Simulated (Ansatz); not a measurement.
# SiNH₃: ionisation energy by level of theory

How much energy removes an electron from SiNH₃ at fixed geometry? The cation is run at each level and the neutral's energy taken from earlier runs.

The runs use Ansatz 0.2.0, Gaussian basis; unrestricted cation, the program's frozen cores in correlated methods.

Plan: UKS PBE-D4/def2-TZVPP; UKS r2SCAN-D4/def2-TZVPP; UKS PBE0-D4/def2-TZVPP; UKS B3LYP-D4/def2-TZVPP; UKS wB97X-V/def2-TZVPP; UKS wB97M-V/def2-TZVPP; UKS B2PLYP/def2-TZVPP; UHF-CCSD(T)/def2-TZVPP; UHF-CCSD(T)/def2-QZVPP; extrapolation to the limit; then −ε(HOMO) from the neutral's earlier runs with LDA (SPW92), PBE-D4, revPBE-D4, BLYP-D4, r2SCAN-D4, B97M-V, PBE0-D4, B3LYP-D4, r2SCANh-D4, r2SCAN0-D4, HSE06-D4, BHLYP-D4, CAM-B3LYP-D4, LC-ωPBE, ωB97X-V, ωB97M-V.

## (1) The relaxed structure

An earlier PBE0-D4 in a triple-zeta def2 set relaxation fixed the geometry.

SMILES `N[SiH]`, 5 atoms, charge 0, spin multiplicity 1.

Atoms are counted from 1 here; the program's logs count them from 0.

Bond lengths: N1–Si2 1.707 Å, N1–H3 1.008 Å, N1–H4 1.008 Å, Si2–H5 1.532 Å. Angles: Si2–N1–H3 126.3°, Si2–N1–H4 121.7°, H3–N1–H4 112.1°, N1–Si2–H5 94.1°.

## (2) Cation, UKS PBE-D4/def2-TZVPP

in.yaml reads:

```yaml
crystal:
  periodic: [false, false, false]
  atoms:
    - {symbol: N, position_ang: [-0.307646, -0.467463, 0.101425]}
    - {symbol: Si, position_ang: [0.074409, 1.158190, 0.455136]}
    - {symbol: H, position_ang: [0.135157, -1.046100, -0.595106]}
    - {symbol: H, position_ang: [-1.034760, -0.960114, 0.596575]}
    - {symbol: H, position_ang: [1.182739, 1.241786, -0.599431]}
basis:
  gaussian: {orbitals: def2-TZVPP}
total_charge: 1
magnetization: {spin_polarized: true, initial_magnetization: 1}
hamiltonian: {xc: pbe, dispersion: d4}
```

The run is started by

```sh
$ ansatz run in.yaml --threads 2 --pin off --events-out ev --progress --plain --max-ram 32768MiB --backend cpu
```

After this run come: Cation, UKS r2SCAN-D4/def2-TZVPP; Cation, UKS PBE0-D4/def2-TZVPP; Cation, UKS B3LYP-D4/def2-TZVPP; Cation, UKS wB97X-V/def2-TZVPP; Cation, UKS wB97M-V/def2-TZVPP; Cation, UKS B2PLYP (frozen core)/def2-TZVPP; Cation, UHF-CCSD(T)/def2-TZVPP; Cation, UHF-CCSD(T)/def2-QZVPP.

Q: Predict the results of all the runs planned. Wanted: ionisation energy, CCSD(T)/CBS; nearest functional by difference; nearest −ε(HOMO); −ε(HOMO) of PBE; T1 of the cation.

As calculated:

```
                        quantity                value
  ionisation energy, CCSD(T)/CBS              8.91 eV
nearest functional by difference  B3LYP-D4 (-0.07 eV)
                nearest −ε(HOMO)   LC-ωPBE (+0.04 eV)
                 −ε(HOMO) of PBE              5.26 eV
                T1 of the cation                0.022
```

In words: Energy differences with functionals land within 0.31 eV of the reference. The PBE orbital energy is 3.6 eV too small: a semilocal HOMO is no ionisation energy. Among orbital estimates LC-ωPBE comes nearest. Hartree-Fock falls 1.07 eV short, as the neutral has more correlation energy than the cation.
